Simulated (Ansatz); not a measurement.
Energy needed to pull apart C₂H₂S (SMILES C=C=S), closed shell, into free ground-state atoms, from the structure below (displaced at random from a GFN2-xTB minimum); no zero-point or spin–orbit terms; open-shell atoms are treated unrestricted, in their ground-state multiplicity.

```xyz
5
angstrom
C 0.6752 -0.2289 0.2142
C -0.6917 0.2825 -0.1019
S -2.1467 0.8418 -0.5559
H 1.3622 0.0161 -0.4330
H 0.7732 -0.9668 1.0096
```

Program: Ansatz 0.2.0. Basis: def2-TZVPP. Cores are frozen in the correlated methods.

```json
{"method": "PBE-D4", "atomization energy (eV)": "20.75"}
{"method": "BLYP-D4", "atomization energy (eV)": "20.12"}
{"method": "r2SCAN-D4", "atomization energy (eV)": "19.93"}
{"method": "PBE0-D4", "atomization energy (eV)": "19.88"}
{"method": "HSE06-D4", "atomization energy (eV)": "19.92"}
{"method": "wB97M-V", "atomization energy (eV)": "?"}
{"method": "HF", "atomization energy (eV)": "?"}
{"method": "MP2", "atomization energy (eV)": "19.68"}
{"method": "CCSD", "atomization energy (eV)": "18.50"}
{"method": "CCSD(T)", "atomization energy (eV)": "19.14"}
```

Question: What does HF give? (To be estimated.)

Answer: By the calculation: 13.03 eV, which is about 6.12 eV less than CCSD(T)/def2-TZVPP.

Question: What does wB97M-V give? (Judge from chemistry; the value comes from the calculation.)

Answer: The calculation gives: 19.70 eV, which is about 0.56 eV more than CCSD(T)/def2-TZVPP.

In triple zeta the MP2 and coupled-cluster atomization energies are still short of their basis limit by a few kcal/mol a bond, whereas those of the functionals are nearly converged, so these differences are not deviations from converged CCSD(T).

T1 diagnostic: at most 0.022. The restricted Hartree–Fock reference is unstable towards an unrestricted one here.

For scale, one of the runs: CCSD(T)/def2-TZVPP forces, 132 basis functions (an equivalent command: `ansatz run in.yaml --threads 4`). Time: 12 s of wall clock on 4 CPU threads; the host was shared. Peak host memory: 1.3 GiB.
